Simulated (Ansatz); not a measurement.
Species: C3H6, SMILES `C=CC` (charge 0, multiplicity 1).

Task: Give a relaxed geometry from Ansatz (a program for electronic structure) with B3LYP-D3(BJ)/def2-TZVP.

Result: the end point of this relaxation (outside a Z-matrix the atoms follow the SMILES, hydrogens last).
Z-matrix (Å, degrees):
```
C
C 1 1.3268
H 2 1.0825 1 121.77
H 2 1.0846 3 116.80 1 179.99
H 1 1.0872 2 118.89 3 0.00
C 1 1.4958 5 115.97 2 -180.00
H 6 1.0909 1 111.48 5 179.99
H 6 1.0939 7 108.28 1 122.38
H 6 1.0939 7 108.28 8 115.23
```
